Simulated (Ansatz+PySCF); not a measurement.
**Stretching singlet CH(+)**

The C–H distance is varied.

Basis set: 6-31G (spherical functions). Left uncorrelated: 1 orbital. Charge 1, multiplicity 1.

Computed with Ansatz (development build ahead of 0.2.0), each point on the determinant that the search for low states chose. Each curve is measured from its own lowest point listed.

```tsv
r(C–H) (Å)	UHF (eV)	full CI (lowest root of this spin) (eV)	PBE0 (restricted) (eV)
1.032	0.096	0.201	0.208
1.090	0.000	0.041	0.043
1.147	0.025	0.000	0.000
1.205	0.136	0.044	0.045
1.262	0.306	0.145	0.152
1.319	0.515	0.284	0.301
1.377	0.748	0.447	0.478
1.434	0.996	0.622	0.674
1.491	1.250	0.804	0.880
1.549	1.505	0.986	1.090
1.606	1.759	1.164	1.303
1.663	1.987	1.338	1.513
1.721	2.164	1.504	1.720
1.778	2.301	1.663	1.923
1.835	2.408	1.814	2.119
1.893	2.492	1.956	2.310
2.409	2.813	2.863	3.713
2.466	2.832	2.926	3.833
2.524	2.848	2.982	3.947
2.581	2.863	3.032	4.054
2.639	2.877	3.076	4.154
2.696	2.889	3.116	4.248
2.753	2.900	3.150	4.337
2.811	2.909	3.180	4.419
2.868	2.918	3.207	4.496
```

Task: Give the UHF-MP2 curve at the same distances.

Result:

```csv
r (Å),E (eV)
1.032,0.142
1.090,0.010
1.147,0.000
1.205,0.076
1.262,0.210
1.319,0.385
1.377,0.584
1.434,0.798
1.491,1.019
1.549,1.242
1.606,1.463
1.663,1.813
1.721,2.097
1.778,2.312
1.835,2.476
1.893,2.603
2.409,2.993
2.466,3.011
2.524,3.028
2.581,3.044
2.639,3.058
2.696,3.071
2.753,3.082
2.811,3.093
2.868,3.103
```

Caution for UHF at some points, UHF-MP2 at some points: the unrestricted determinant is a mixture of spin states. Caution for UHF-MP2 at some points: a plain start can end on a higher determinant; bonds are stretched, where a single reference can fail; another reference gives a lower total; large amplitudes, a single reference is doubtful. Caution for PBE0 (restricted) at some points: charge can spread falsely over distant fragments; an unrestricted determinant lies well below.
